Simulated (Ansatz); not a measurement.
Reaction (SMILES): C=CF → [C-](=C)F + H+
B3LYP-D3(BJ)/def2-TZVP geometries, fixed; electronic energies without zero-point terms.
Largest species:
```xyz
6

C      0.0048     0.4339    -0.0020
C      1.1838    -0.1536     0.0049
F     -1.1460    -0.2672    -0.0028
H     -0.1758     1.5010    -0.0077
H      1.2800    -1.2303     0.0104
H      2.0778     0.4520     0.0052
```

Basis-set convergence of the deprotonation energy at wB97M-V with Ansatz (a program for electronic structure). Cartesian d functions, on some or all atoms, in 6-31G**; all else is spherical. The program fits the integrals of some runs and decomposes those of others, by size. The proton leaves the site shown, which need not be the most acidic. The functional holds VV10 correlation; no added dispersion term, no relativity. Functions are those of the species that has most. Reference: the value in aug-pcseg-3, 394.86 kcal/mol, itself unsure by roughly 0.16 kcal/mol (its mean distance from aug-cc-pVQZ, def2-QZVPPD).

```
basis        functions  deprotonation energy (kcal/mol)
-----------  ---------  -------------------------------
STO-3G              18                              ___
6-31G               33                           411.16
pcseg-0             33                           402.11
def2-SV(P)          48                              ___
cc-pVDZ             57                           407.55
6-31G**             60                              ___
6-311G**            72                           404.73
aug-cc-pVDZ         96                              ___
pcseg-2            132                           396.73
def2-TZVPD         141                           394.81
aug-cc-pVTZ        207                           394.29
cc-pVQZ            255                           398.61
pcseg-3            279                           395.21
```

Question: Some entries are withheld; supply them.

Answer: 
- STO-3G, deprotonation energy (kcal/mol): 505.33
- def2-SV(P), deprotonation energy (kcal/mol): 406.40
- 6-31G**, deprotonation energy (kcal/mol): 416.48
- aug-cc-pVDZ, deprotonation energy (kcal/mol): 390.77
